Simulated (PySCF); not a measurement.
Gas-phase reaction: 2 Al(CH₃)₃ + AlH ⇌ 2 C₃H₅ (allyl) + 3 AlH₃

Method: PySCF energies plus ideal-gas RRHO corrections (1 bar). S°(298 K) at PBE0/def2-TZVP differs from the NASA 1993 table for C₃H₅ (allyl) (-17 J/mol/K); whether the harmonic model or the table's entry is off was not settled. † marks an energy on the PBE0/def2-TZVP geometry and frequencies; other levels use their own. MP2 freezes the core. 6-31G* has spherical d functions here. Open shells (unrestricted): C₃H₅ (allyl) (multiplicity 2); the rest are closed-shell singlets. B3LYP is the form with VWN-RPA correlation. Methyl groups turn as free rotors in Al(CH₃)₃. AlH₃: computed as isolated molecules; such fragments, hydroxides, amides, oligomers or adducts are transient or little studied in the gas. MP2 isn't extrapolated to the basis-set limit; its ΔH°(298 K) is 607.9 kJ in def2-SVP and 666.6 kJ in def2-TZVPP. The harmonic model lacks anharmonicity and excited electronic states, which grow with temperature; levels with a mode under 35 cm⁻¹ are left out. Warning, spin contamination: C₃H₅ (allyl) (HF/def2-TZVP†, MP2/def2-TZVPP†).

ΔH° and ΔS° at 298 K: B3LYP/6-31G* 524 kJ, 256 J/K; HF/def2-TZVP† 354 kJ, 254 J/K; MP2/def2-TZVPP† 667 kJ, 254 J/K; PBE/def2-SVP 564 kJ, 253 J/K; PBE0/def2-SVP† 576 kJ, 254 J/K.

Problem. With the heat capacities included, give log10 K (1 bar) at 800, 1200, 1800, 2000, 2500 K from B3LYP/6-31G*, HF/def2-TZVP†, MP2/def2-TZVPP†, PBE/def2-SVP, PBE0/def2-SVP†.

Solution. 
```
T (K)  B3LYP/6-31G*  HF/def2-TZVP†  MP2/def2-TZVPP†  PBE/def2-SVP  PBE0/def2-SVP†
-----  ------------  -------------  ---------------  ------------  --------------
800           -20.6           -9.8            -30.2         -23.5           -24.3
1200           -9.0           -1.9            -15.5         -11.1           -11.6
1800           -1.2            3.4             -5.7          -2.8            -3.1
2000            0.3            4.4             -3.7          -1.1            -1.3
2500            3.2            6.4             -0.2           1.9             1.7
```
